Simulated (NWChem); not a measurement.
System: C$_{4}$H$_{5}$N cation, doublet; SMILES of the neutral closed-shell parent c1cc[nH]c1

Here is an NWChem input.

```
start job
memory heap 200 mb stack 900 mb global 1100 mb
charge 1
geometry units angstroms noautosym nocenter noautoz
  C      0.677827    -1.026439     0.000000
  C     -0.696863    -1.013738     0.000000
  C     -1.107342     0.360690     0.000000
  N      0.010338     1.141803     0.000000
  C      1.113543     0.339833     0.000000
  H      1.337410    -1.883591     0.000000
  H     -1.372345    -1.858464     0.000000
  H     -2.101956     0.789653     0.000000
  H      0.019829     2.156799     0.000000
  H      2.115781     0.750564     0.000000
end
basis spherical
  * library 6-31g*
end
dft
  odft
  mult 2
  xc hfexch
  iterations 150
  mulliken
end
task dft energy
esp
  recalculate
  probe 0.07
  range 0.3
  factor 1.0
  spacing 0.02
end
task esp
```

NWChem printed, in part:

```
             Northwest Computational Chemistry Package (NWChem) 7.3.0
             --------------------------------------------------------

                             Geometry "geometry" -> ""
                             -------------------------

 Output coordinates in angstroms (scale by  1.889725989 to convert to a.u.)

  No.       Tag          Charge          X              Y              Z
 ---- ---------------- ---------- -------------- -------------- --------------
    1 C                    6.0000     0.67782700    -1.02643900     0.00000000
    2 C                    6.0000    -0.69686300    -1.01373800     0.00000000
    3 C                    6.0000    -1.10734200     0.36069000     0.00000000
    4 N                    7.0000     0.01033800     1.14180300     0.00000000
    5 C                    6.0000     1.11354300     0.33983300     0.00000000
    6 H                    1.0000     1.33741000    -1.88359100     0.00000000
    7 H                    1.0000    -1.37234500    -1.85846400     0.00000000
    8 H                    1.0000    -2.10195600     0.78965300     0.00000000
    9 H                    1.0000     0.01982900     2.15679900     0.00000000
   10 H                    1.0000     2.11578100     0.75056400     0.00000000

 Effective nuclear repulsion energy (a.u.)     159.9646999844

  xc_inp: hfexch multiplicative factor not found.

                                 NWChem DFT Module
                                 -----------------

 Summary of "ao basis" -> "ao basis" (spherical)
 ------------------------------------------------------------------------------
       Tag                 Description            Shells   Functions and Types
 ---------------- ------------------------------  ------  ---------------------
 C                           6-31g*                  6       14   3s2p1d
 N                           6-31g*                  6       14   3s2p1d
 H                           6-31g*                  2        2   2s

            General Information
            -------------------
          SCF calculation type: DFT
          Wavefunction type:  spin polarized.
          No. of atoms     :    10
          No. of electrons :    35
           Alpha electrons :    18
            Beta electrons :    17
          Charge           :     1
          Spin multiplicity:     2
          Use of symmetry is: off; symmetry adaption is: off
          Maximum number of iterations: 150
          AO basis - number of functions:    80
                     number of shells:    40
          Convergence on energy requested:  1.00D-06
          Convergence on density requested:  1.00D-05
          Convergence on gradient requested:  5.00D-04

              XC Information
              --------------
                     Hartree-Fock (Exact) Exchange  1.000

      Superposition of Atomic Density Guess
      -------------------------------------

 Sum of atomic energies:        -207.42591753

 Renormalizing density from      36.00 to     35

      Non-variational initial energy
      ------------------------------

 Total energy =    -206.636657
 1-e energy   =    -578.688117
 2-e energy   =     212.086760
 HOMO         =      -0.521051
 LUMO         =      -0.260391

     ---------------------------------------------
      Total Density - Mulliken Population Analysis
     ---------------------------------------------

    Atom       Charge   Shell Charges
 -----------   ------   -------------------------------------------------------
    1 C    6     6.37   2.00  0.79  2.11  0.56  0.87  0.04
    2 C    6     6.37   2.00  0.79  2.11  0.56  0.87  0.04
    3 C    6     5.76   2.00  0.78  1.81  0.49  0.63  0.06
    4 N    7     7.74   2.00  0.84  2.69  0.78  1.39  0.04
    5 C    6     5.76   2.00  0.78  1.81  0.49  0.63  0.06
    6 H    1     0.63   0.43  0.20
    7 H    1     0.63   0.43  0.20
    8 H    1     0.64   0.43  0.21
    9 H    1     0.46   0.37  0.09
   10 H    1     0.64   0.43  0.21

     --------------------------------------------
      Spin Density - Mulliken Population Analysis
     --------------------------------------------

    Atom       Charge   Shell Charges
 -----------   ------   -------------------------------------------------------
    1 C    6     0.13   0.00  0.00  0.08  0.00  0.05  0.00
    2 C    6     0.13   0.00  0.00  0.08  0.00  0.05  0.00
    3 C    6     0.36   0.00  0.00  0.23  0.00  0.14  0.00
    4 N    7     0.01   0.00  0.00  0.00  0.00  0.00  0.01
    5 C    6     0.36   0.00  0.00  0.23  0.00  0.14  0.00
    6 H    1     0.00   0.00  0.00
    7 H    1     0.00   0.00  0.00
    8 H    1     0.00   0.00  0.00
    9 H    1     0.00   0.00  0.00
   10 H    1     0.00   0.00  0.00

   convergence    iter        energy       DeltaE   RMS-Dens  Diis-err
 ---------------- ----- ----------------- --------- --------- ---------
 d= 0,ls=0.0,diis     1   -208.4502105991 -3.68D+02  5.02D-03  1.91D-01
                                                     5.00D-03  1.87D-01
 d= 0,ls=0.0,diis     2   -208.5468758438 -9.67D-02  1.53D-03  2.76D-02
                                                     1.65D-03  3.54D-02
 d= 0,ls=0.0,diis     3   -208.5632430851 -1.64D-02  8.00D-04  2.52D-03
                                                     7.54D-04  1.76D-03
 d= 0,ls=0.0,diis     4   -208.5656626333 -2.42D-03  2.21D-04  2.28D-04
                                                     2.04D-04  4.42D-04
 d= 0,ls=0.0,diis     5   -208.5661424290 -4.80D-04  3.38D-04  1.80D-04
                                                     2.46D-04  1.05D-04
  Resetting Diis
 d= 0,ls=0.0,diis     6   -208.5665322109 -3.90D-04  1.87D-04  2.99D-05
                                                     1.22D-04  3.62D-05
 d= 0,ls=0.0,diis     7   -208.5666267999 -9.46D-05  5.09D-05  8.72D-06
                                                     3.24D-05  7.69D-06
 d= 0,ls=0.0,diis     8   -208.5666425509 -1.58D-05  5.06D-05  5.40D-06
                                                     3.22D-05  3.98D-06
 d= 0,ls=0.0,diis     9   -208.5666545623 -1.20D-05  1.06D-04  2.90D-06
                                                     6.12D-05  2.02D-06
 d= 0,ls=0.0,diis    10   -208.5666675017 -1.29D-05  2.59D-05  1.93D-07
                                                     1.72D-05  3.91D-07
 d= 0,ls=0.0,diis    11   -208.5666685022 -1.00D-06  8.02D-06  8.72D-08
                                                     5.29D-06  5.56D-08
 d= 0,ls=0.0,diis    12   -208.5666686324 -1.30D-07  1.54D-06  4.65D-09
                                                     1.22D-06  3.87D-09

         Total DFT energy =     -208.566668632426
      One electron energy =     -589.392672736120
           Coulomb energy =      249.738435931113
    Exchange-Corr. energy =      -28.877131811800
 Nuclear repulsion energy =      159.964699984381

 Numeric. integr. density =        0.000000000000

                    DFT Final Alpha Molecular Orbital Analysis
                    ------------------------------------------

 Vector   16  Occ=1.000000D+00  E=-7.786093D-01
              MO Center= -9.7D-03, -8.9D-01, -6.0D-16, r^2= 2.6D+00
   Bfn.  Coefficient  Atom+Function         Bfn.  Coefficient  Atom+Function
  ----- ------------  ---------------      ----- ------------  ---------------
     4      0.291834   1 C  py               18     -0.291816   2 C  py
    32      0.238872   3 C  py               60     -0.232604   5 C  py
    71     -0.186568   6 H  s                73      0.184094   7 H  s
     8      0.158822   1 C  py               22     -0.157132   2 C  py
    36      0.103862   3 C  py               64     -0.100509   5 C  py

 Vector   17  Occ=1.000000D+00  E=-5.897253D-01
              MO Center=  1.1D-03,  1.4D-01, -5.5D-16, r^2= 2.4D+00
   Bfn.  Coefficient  Atom+Function         Bfn.  Coefficient  Atom+Function
  ----- ------------  ---------------      ----- ------------  ---------------
    33      0.405786   3 C  pz               61     -0.406179   5 C  pz
    37      0.321687   3 C  pz               65     -0.321910   5 C  pz
    19      0.157406   2 C  pz                5     -0.156184   1 C  pz
    23      0.118766   2 C  pz                9     -0.117789   1 C  pz
    55      0.030437   4 N  d  1

 Vector   18  Occ=1.000000D+00  E=-5.781708D-01
              MO Center= -3.0D-03, -3.3D-01,  8.9D-16, r^2= 2.3D+00
   Bfn.  Coefficient  Atom+Function         Bfn.  Coefficient  Atom+Function
  ----- ------------  ---------------      ----- ------------  ---------------
    47     -0.349978   4 N  pz               51     -0.338048   4 N  pz
     5      0.325773   1 C  pz               19      0.325888   2 C  pz
     9      0.250844   1 C  pz               23      0.251110   2 C  pz
    67     -0.029981   5 C  d -1             39     -0.029822   3 C  d -1

 Vector   19  Occ=0.000000D+00  E=-8.207519D-02
              MO Center=  7.8D-04,  3.0D-01, -2.6D-16, r^2= 2.7D+00
   Bfn.  Coefficient  Atom+Function         Bfn.  Coefficient  Atom+Function
  ----- ------------  ---------------      ----- ------------  ---------------
    51      0.594224   4 N  pz               37     -0.527664   3 C  pz
    65     -0.526496   5 C  pz               47      0.360764   4 N  pz
    33     -0.335069   3 C  pz               61     -0.334417   5 C  pz
    23      0.257524   2 C  pz                9      0.256073   1 C  pz
    19      0.164162   2 C  pz                5      0.163268   1 C  pz

 Vector   20  Occ=0.000000D+00  E= 3.828779D-03
              MO Center= -5.3D-03, -7.8D-01,  3.3D-16, r^2= 2.6D+00
   Bfn.  Coefficient  Atom+Function         Bfn.  Coefficient  Atom+Function
  ----- ------------  ---------------      ----- ------------  ---------------
     9      0.759548   1 C  pz               23     -0.758268   2 C  pz
    37      0.365475   3 C  pz               65     -0.366860   5 C  pz
     5      0.361022   1 C  pz               19     -0.360406   2 C  pz
    33      0.189227   3 C  pz               61     -0.189916   5 C  pz
    39      0.033252   3 C  d -1             67     -0.033247   5 C  d -1

 Vector   21  Occ=0.000000D+00  E= 2.573067D-02
              MO Center=  1.4D-02,  1.6D+00, -3.6D-17, r^2= 4.8D+00
   Bfn.  Coefficient  Atom+Function         Bfn.  Coefficient  Atom+Function
  ----- ------------  ---------------      ----- ------------  ---------------
    78      1.462311   9 H  s                48     -1.070405   4 N  s
    50     -0.608754   4 N  py               76      0.606176   8 H  s
    80      0.605604  10 H  s                34     -0.512068   3 C  s
    62     -0.511610   5 C  s                72      0.384068   6 H  s
    74      0.384416   7 H  s                35      0.250831   3 C  px

                     DFT Final Beta Molecular Orbital Analysis
                     -----------------------------------------

 Vector   15  Occ=1.000000D+00  E=-7.766893D-01
              MO Center= -3.8D-03, -5.5D-01, -5.2D-15, r^2= 2.6D+00
   Bfn.  Coefficient  Atom+Function         Bfn.  Coefficient  Atom+Function
  ----- ------------  ---------------      ----- ------------  ---------------
     3      0.367553   1 C  px               17     -0.366408   2 C  px
    32     -0.202943   3 C  py               60     -0.202167   5 C  py
     7      0.153208   1 C  px               21     -0.153410   2 C  px
    75     -0.117460   8 H  s                79     -0.117988  10 H  s
    59     -0.104557   5 C  px               31      0.100095   3 C  px

 Vector   16  Occ=1.000000D+00  E=-7.699272D-01
              MO Center= -9.2D-03, -8.7D-01, -3.0D-16, r^2= 2.6D+00
   Bfn.  Coefficient  Atom+Function         Bfn.  Coefficient  Atom+Function
  ----- ------------  ---------------      ----- ------------  ---------------
     4      0.302841   1 C  py               18     -0.302244   2 C  py
    32      0.234248   3 C  py               60     -0.231282   5 C  py
    71     -0.183312   6 H  s                73      0.182923   7 H  s
     8      0.157407   1 C  py               22     -0.156217   2 C  py
    59     -0.101702   5 C  px               31     -0.097793   3 C  px

 Vector   17  Occ=1.000000D+00  E=-5.864865D-01
              MO Center= -4.9D-03, -6.8D-01, -4.7D-16, r^2= 2.0D+00
   Bfn.  Coefficient  Atom+Function         Bfn.  Coefficient  Atom+Function
  ----- ------------  ---------------      ----- ------------  ---------------
     5      0.353740   1 C  pz               19      0.352804   2 C  pz
     9      0.274048   1 C  pz               23      0.273249   2 C  pz
    47     -0.264579   4 N  pz               51     -0.231927   4 N  pz
    61      0.041318   5 C  pz               33      0.040707   3 C  pz
    65      0.033316   5 C  pz               37      0.032931   3 C  pz

 Vector   18  Occ=0.000000D+00  E=-1.897856D-01
              MO Center= -2.5D-03, -9.8D-02, -1.2D-16, r^2= 2.7D+00
   Bfn.  Coefficient  Atom+Function         Bfn.  Coefficient  Atom+Function
  ----- ------------  ---------------      ----- ------------  ---------------
    37      0.333147   3 C  pz               65     -0.332812   5 C  pz
    33      0.292556   3 C  pz               61     -0.292330   5 C  pz
     9     -0.250013   1 C  pz               23      0.250761   2 C  pz
     5     -0.214706   1 C  pz               19      0.215325   2 C  pz
    55      0.027324   4 N  d  1

 Vector   19  Occ=0.000000D+00  E= 9.663433D-03
              MO Center=  2.6D-03,  2.8D-01,  1.4D-15, r^2= 2.9D+00
   Bfn.  Coefficient  Atom+Function         Bfn.  Coefficient  Atom+Function
  ----- ------------  ---------------      ----- ------------  ---------------
    37      0.636823   3 C  pz               65      0.636882   5 C  pz
    51     -0.522722   4 N  pz               33      0.301703   3 C  pz
    61      0.301783   5 C  pz               47     -0.298323   4 N  pz
     9     -0.249401   1 C  pz               23     -0.249552   2 C  pz
     5     -0.135216   1 C  pz               19     -0.135308   2 C  pz

[...]

                     NWChem Electrostatic Potential Fit Module
                     -----------------------------------------

 Atom parameters

 Number of atoms is                                   10
 Number of basis functions is                         80

 Grid parameters

 Maximum number of grid points is                  38422
 Number of grid points is                          38421
 Grid range                                     0.300000 nm
 Grid spacing                                   0.020000 nm
 Probe radius                                   0.070000 nm
 Atom radius factor                             1.000000

 Atomic radii

    1    0.100000
    6    0.147000
    7    0.140000
 FASTESP  F
  using M.O. file = ./job.movecs

    Atom              Coordinates                           Charge

                                                  ESP

    1 C     0.067783   -0.102644    0.000000   -0.120455
    2 C    -0.069686   -0.101374    0.000000   -0.119874
    3 C    -0.110734    0.036069    0.000000    0.218029
    4 N     0.001034    0.114180    0.000000   -0.309871
    5 C     0.111354    0.033983    0.000000    0.218108
    6 H     0.133741   -0.188359    0.000000    0.198598
    7 H    -0.137235   -0.185846    0.000000    0.198590
    8 H    -0.210196    0.078965    0.000000    0.173667
    9 H     0.001983    0.215680    0.000000    0.369921
   10 H     0.211578    0.075056    0.000000    0.173287
                                            ------------
                                                1.000000

 Dipole moment                                  0.166848

 Quadrupole moment Qxx                         10.008567
                   Qyy                          8.872136
                   Qzz                        -18.880703

 RMS deviation kJ/mol                           0.052433

 RRMS %                                         2.559661
```

Level: UHF/6-31G* (spherical d). In the optimisation the excess spin sits in a" (Cs, its own frame). Coordinates come from a B3LYP/6-31G* (spherical d), spin-unrestricted optimisation. The spin multiplicity was typed, not searched, and may not be the lowest. No stability test was run on the SCF state.
